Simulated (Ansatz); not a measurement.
# What a trial cell of Li3F relaxes into

These are results of DFT PBE, scalar-relativistic, plane waves, PAW (Ansatz 0.2.0), not measurements. Cutoff 420 eV, Γ-centred k mesh, Gaussian smearing, no spin polarisation in the final step.

This is the end of a relaxation of cell and atoms.

```
CELL_PARAMETERS angstrom
5.17122 0.00000 0.00000
-2.58561 4.47841 0.00000
0.00000 0.00000 2.64816
ATOMIC_POSITIONS crystal
Li 0.70441 0.00000 0.50000
Li 0.29559 0.29559 0.50000
Li 0.00000 0.70441 0.50000
F 0.00000 0.00000 0.00000
```

Formation energies are uncorrected and refer to the elements' standard structures at the same level (F₂ as a molecule).

Question: What space group does it have?

Answer: P-62m (No. 189). Conventional cell: a = 5.171 Å, c = 2.648 Å. Li has 2 F at 2.02 Å; around F lie 6 Li at 2.02 Å and 2 F at 2.65 Å.

Question: What is its formation energy per atom?

Answer: -1.30 eV/atom.

Question: Is it a metal?

Answer: Yes, bands cross the Fermi level on the 12×12×18 mesh.

The final run used a 12×12×18 mesh on its 4-atom cell and 0.10 eV smearing. The k mesh leaves about 4 meV/atom of noise in metals. The cell came from a trial start, so Li3F may not exist in this structure.

Cost: 2 runs of about 2.1 core-minutes in all, on Arm Neoverse V2 (shared hosts).